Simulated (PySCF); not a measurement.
# Charge on either side of a bond

Species: C₄H₄FN.
Numbering: `[CH3:1]/[C:2]([F:3])=[CH:4]\[C:5]#[N:6]` (hydrogens: H7, H8, H9 on C1; H10 on C4)

Structure used (PBE0-D3(BJ)/def2-SVP), in Å, numbered top down from 1:
```xyz
10
C4H4FN angstrom
C     -1.347    0.273    0.141
C     -0.261   -0.727    0.223
F     -0.681   -1.935    0.572
C      1.052   -0.556   -0.013
C      1.587    0.700   -0.399
N      2.023    1.727   -0.718
H     -0.959    1.260   -0.137
H     -2.094   -0.048   -0.602
H     -1.862    0.343    1.113
H      1.730   -1.406    0.093
```

Atomic charges (e) from the PBE0/pcSseg-1 density (PySCF):

```
atom  Mulliken      IAO  Hirshfeld  ESP-fitted
  C1   -0.2505  -0.4484    -0.1117     -0.6127
  C2   +0.2059  +0.3625    +0.1343     +0.5921
  F3   -0.2491  -0.2470    -0.0568     -0.1919
  C4   -0.1804  -0.2739    -0.0726     -0.7299
  C5   +0.0842  +0.1325    +0.0709     +0.5676
  N6   -0.2533  -0.2463    -0.2222     -0.5039
  H7   +0.1648  +0.1776    +0.0610     +0.1992
  H8   +0.1568  +0.1740    +0.0633     +0.1938
  H9   +0.1562  +0.1739    +0.0631     +0.1926
 H10   +0.1654  +0.1950    +0.0704     +0.2930
```

Problem. Cut each of the bonds C1–C2, C4–C2 and C5–C4 in turn and sum the charges on the side of the atom named first.

Solution. In e; the other side holds the opposite charge:

| bond cut | piece | atoms | Mulliken | IAO | Hirshfeld | ESP-fitted |
| --- | --- | --- | --- | --- | --- | --- |
| C1–C2 | CH3 | 4 | +0.227 | +0.077 | +0.076 | -0.027 |
| C4–C2 | C2HN | 4 | -0.184 | -0.193 | -0.153 | -0.373 |
| C5–C4 | CN | 2 | -0.169 | -0.114 | -0.151 | +0.064 |

Extremes among these pieces. Mulliken: lowest C2HN at C4, highest CH3 at C1; IAO: lowest C2HN at C4, highest CH3 at C1; Hirshfeld: lowest C2HN at C4, highest CH3 at C1; ESP-fitted: lowest C2HN at C4, highest CN at C5.

Problem. Do the schemes agree better on the pieces than on the single atoms at the cuts?

Solution. The spread between schemes averages 0.236 e for the pieces and 0.552 e for the atoms named first; it is smaller for the piece at 3 of the 3 cuts. On average they agree better on the pieces. The sign differs between schemes (beyond ±0.03 e) for CN at C5.

Geometry: PBE0-D3(BJ)/def2-SVP; no solvent, vibrations or thermal averaging.
